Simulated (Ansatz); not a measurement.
Ansatz (a program for electronic structure) input:

Ansatz 0.2 input:
```yaml
crystal:
  periodic: [false, false, false]
  atoms:
    - {symbol: H, position_ang: [0.02111205, -0.00143336, 2.12185248]}
    - {symbol: N, position_ang: [0.01112652, -0.00075541, 1.11826362]}
    - {symbol: C, position_ang: [0.00946073, 1.12191629, 0.33153769]}
    - {symbol: C, position_ang: [-0.00287711, -1.12236327, 0.33014438]}
    - {symbol: C, position_ang: [-0.00584339, 0.71143788, -0.97956154]}
    - {symbol: C, position_ang: [-0.01365831, -0.71011385, -0.98044408]}
    - {symbol: H, position_ang: [0.01917266, 2.10750118, 0.76352653]}
    - {symbol: H, position_ang: [-0.00400481, -2.10853097, 0.76090912]}
    - {symbol: H, position_ang: [-0.01087228, 1.35755136, -1.84125406]}
    - {symbol: H, position_ang: [-0.02578477, -1.35506260, -1.84293812]}
basis:
  gaussian:
    orbitals: def2-TZVPD
hamiltonian:
  xc: {name: PBE}
total_charge: 1
magnetization: {spin_polarized: true, initial_magnetization: 1}
```

Task: Which total energy does the run end on?

Result: -209.67905 Eh (PBE/def2-TZVPD). The basis has 230 functions.

This state (charge 1, doublet) is run at the relaxed geometry of the species with charge 0 and multiplicity 1.
